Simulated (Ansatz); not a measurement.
Relaxation of BFH4O (7 atoms, charge 0, multiplicity 1), to a largest force component of 0.03 eV/Å in at most 50 steps.

Level of theory: RKS B3LYP-D4/6-31G* in Ansatz.

```xyz
7
Properties=species:S:1:pos:R:3
B 0.030 -0.416 -0.393
F -0.136 0.055 2.079
H 1.047 0.203 -0.452
H -1.029 0.021 -0.737
O 0.157 -1.743 -0.009
H -0.701 -2.194 -0.015
H 0.273 -0.778 1.971
```

Where does it end, and by what steps?

It converged. After 11 steps the energy has fallen by 0.039 eV; F2 moved furthest, 0.35 Å.

```csv
step,energy less start (eV),largest force component (eV/Å),accepted
0,0.0000,0.711,yes
1,-0.0164,0.303,yes
2,-0.0187,0.815,yes
3,-0.0289,0.207,yes
4,-0.0326,0.101,yes
5,-0.0357,0.159,yes
6,-0.0371,0.091,yes
7,-0.0377,0.064,yes
8,-0.0382,0.101,yes
9,-0.0383,0.069,yes
10,-0.0387,0.045,yes
11,-0.0388,0.030,yes
```

```xyz
7
Properties=species:S:1:pos:R:3
B 0.022 -0.396 -0.493
F -0.029 -0.104 2.368
H 1.006 0.274 -0.477
H -0.987 -0.083 -1.058
O 0.102 -1.600 0.154
H -0.724 -2.104 0.099
H 0.252 -0.842 1.853
```

Whether the end is a true minimum wasn't checked by a vibrational analysis.

The run took 17 s on 1 thread of Arm Neoverse V1 (shared host), peak memory 0.1 GiB.
